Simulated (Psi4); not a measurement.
# C2H3F3O (2,2,2-trifluoroethanol): BP86/6-31+G(d) (density fitting, Cartesian functions)

We compute a short trajectory of C2H3F3O (2,2,2-trifluoroethanol). 

The results are computed with Psi4 1.11.

### 1 Starting point

The species is C2H3F3O (9 atoms), meant as a singlet with charge 0. SMILES: `OCC(F)(F)F`. The coordinates come from a PBE0-D4/def2-TZVP (4 decimals) relaxation. This is one conformer, not always the lowest. The run starts from this shape.

Bond lengths: O1–C2 1.394 Å, C2–C3 1.515 Å, C3–F4 1.332 Å, C3–F5 1.345 Å, C3–F6 1.338 Å, O1–H7 0.962 Å, C2–H8 1.091 Å, C2–H9 1.097 Å. Some angles: O1–C2–C3 112.2°, C2–C3–F4 112.6°, C2–C3–F5 110.7°, C2–C3–F6 110.5°, F4–C3–F5 107.3°, F4–C3–F6 107.9°, F5–C3–F6 107.6°, O1–C2–H8 107.8°, O1–C2–H9 113.2°, C3–C2–H8 107.8°.

### 2 A short trajectory at BP86/6-31+G(d) (density fitting, Cartesian functions)

c2h3f3o.sdf reads:

```

     RDKit          3D

  9  8  0  0  0  0  0  0  0  0999 V2000
    0.2665   -1.5058   -0.5222 O   0  0  0  0  0  0  0  0  0  0  0  0
    0.1335   -0.5260    0.4610 C   0  0  0  0  0  0  0  0  0  0  0  0
   -0.3458    0.7939   -0.1073 C   0  0  0  0  0  0  0  0  0  0  0  0
   -1.5492    0.7025   -0.6710 F   0  0  0  0  0  0  0  0  0  0  0  0
    0.5033    1.2415   -1.0492 F   0  0  0  0  0  0  0  0  0  0  0  0
   -0.4104    1.7223    0.8536 F   0  0  0  0  0  0  0  0  0  0  0  0
    0.9476   -1.2317   -1.1433 H   0  0  0  0  0  0  0  0  0  0  0  0
   -0.6129   -0.8714    1.1776 H   0  0  0  0  0  0  0  0  0  0  0  0
    1.0673   -0.3252    1.0007 H   0  0  0  0  0  0  0  0  0  0  0  0
  2  1  1  0
  3  2  1  0
  4  3  1  0
  5  3  1  0
  6  3  1  0
  7  1  1  0
  8  2  1  0
  9  2  1  0
M  END
$$$$
```

run.py reads:

```python
import numpy as np
from ase.calculators.psi4 import Psi4
from ase.io import read
from ase import units
from ase.md.velocitydistribution import MaxwellBoltzmannDistribution, Stationary
from ase.md.verlet import VelocityVerlet

a = read('c2h3f3o.sdf')
calc = Psi4(atoms=a, method='bp86', basis='6-31+G*', memory='1600MB', num_threads=1, charge=0, multiplicity=1, label='c2h3f3o', reference='rks')
a.calc = calc

MaxwellBoltzmannDistribution(a, temperature_K=1000.0, rng=np.random.default_rng(271))
Stationary(a)
dyn = VelocityVerlet(a, 0.25 * units.fs)
def show():
    ep, ek = a.get_potential_energy(), a.get_kinetic_energy()
    print(f'step {dyn.nsteps:3d}  Epot {ep:14.6f}  Ekin {ek:9.6f}  Etot {ep + ek:14.6f} eV  T {a.get_temperature():7.1f} K')
dyn.attach(show)
dyn.run(25)
```

Launch:

```
$ python run.py
```

Q: Predict the results. Wanted: potential energy of the last frame.

**Answer.** As computed:

Level: BP86/6-31+G* (density fitting, Cartesian functions).

| quantity | value |
| --- | --- |
| potential energy of the last frame | -452.77254 Eh |
